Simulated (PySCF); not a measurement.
Gas-phase reaction: 6 CH₂Cl₂ → 6 Cl₂ + C₂H₆ + C₄H₆ (butadiene)

Method: PySCF energies (xtb for GFN2) plus ideal-gas RRHO corrections (1 bar). The comparison is the NASA 1993 polynomial table, which mixes measured and estimated data. † marks an energy on the PBE0/def2-TZVP geometry and frequencies; other levels use their own. 6-31G* has spherical d functions here. All species are closed-shell singlets. B3LYP is the form with VWN-RPA correlation.

Levels: a) B3LYP/6-31G*; b) HF/6-31G*; c) M06-2X/def2-TZVP†; d) GFN2-xTB.

Order the levels by the distance of their ΔH°(298 K) from the table for this reaction, closest first.

c (+15 kJ), a (+63 kJ), b (+134 kJ), d (-301 kJ)

The table gives 598 kJ. The order holds for this reaction alone, and for the 1993 entries, some of which have been revised since.
